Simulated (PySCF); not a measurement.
Gas-phase reaction: BH2 ⇌ B + H2

Energies from PySCF, thermal terms from the rigid-rotor harmonic-oscillator model, ideal gas at 1 bar. Table values come from the NASA 1993 polynomials. After a fit of one offset per element over all species, the range-separated, M06-2X, PBE0/def2-QZVP and CCSD(T)/def2-TZVPP enthalpies, where run, lie to one side of the table for BH2 (+121 kJ/mol): a fault of the table's entry, another state or a shared error of the levels is possible; this was not checked at source. † marks an energy on the PBE0/def2-TZVP geometry and frequencies; other levels use their own. MP2 and CCSD(T) freeze the core. 6-31G* has spherical d functions here. Open shells (unrestricted): BH2 (multiplicity 2), B (multiplicity 2); the rest are closed-shell singlets. Spin-orbit splitting is ignored; it lowers the true energy and changes the entropy of B. B3LYP is the form with VWN-RPA correlation. For this reaction the table lies outside the span of B3LYP, CCSD(T), M06-2X, MP2, PBE0, r2SCAN, ωB97M-V, ωB97X-V in their largest bases here; which side is off was not settled. MP2 isn't extrapolated to the basis-set limit. CCSD(T) isn't extrapolated to the basis-set limit. The table's entry may be an old estimate for BH2 (not checked at source).

```tsv
level	ΔH°(298 K), kJ
table	359.2
B3LYP/def2-TZVP†	___
CCSD(T)/def2-TZVPP†	___
HF/6-31G*	___
MP2/def2-TZVPP†	___
PBE/def2-TZVP†	273.5
PBE0/def2-QZVP†	277.0
PBE0/def2-TZVP	276.9
LDA/def2-TZVP†	302.6
ωB97X-V/def2-TZVP†	259.9
```

Fill in the missing entries.


- B3LYP/def2-TZVP†, ΔH°(298 K), kJ: 262.5
- CCSD(T)/def2-TZVPP†, ΔH°(298 K), kJ: 238.3
- HF/6-31G*, ΔH°(298 K), kJ: 256.1
- MP2/def2-TZVPP†, ΔH°(298 K), kJ: 262.8
